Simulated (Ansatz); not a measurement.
Two shapes of singlet H2ClO(-).

Shape 1:

```xyz
4

O    -0.0489   -0.3515   -1.9079
H    -0.0296   -0.4641   -0.9441
Cl    0.0245    0.1938    1.0729
H     0.0317    0.5844   -1.9551
```

Shape 2:

```xyz
4

O     0.0018   -0.3437   -1.9239
H    -0.0043   -0.4399   -0.9241
Cl   -0.0074    0.1489    1.0756
H    -0.0079    0.6212   -1.9341
```

Basis set: STO-3G (spherical functions). Correlated methods keep 6 orbitals frozen. Charge -1, multiplicity 1.

Computed with Ansatz (development build ahead of 0.2.0); each method stands on the lowest determinant of its kind that the runs found.

(1) Which shape is lower in energy, and by how much in each method?

Answers

(1)

```tsv
method	E(2) − E(1) (eV)
RHF	-0.083
RHF-MP2	-0.159
```

Shape 2 is lower. Caution: no diffuse functions for an anion.
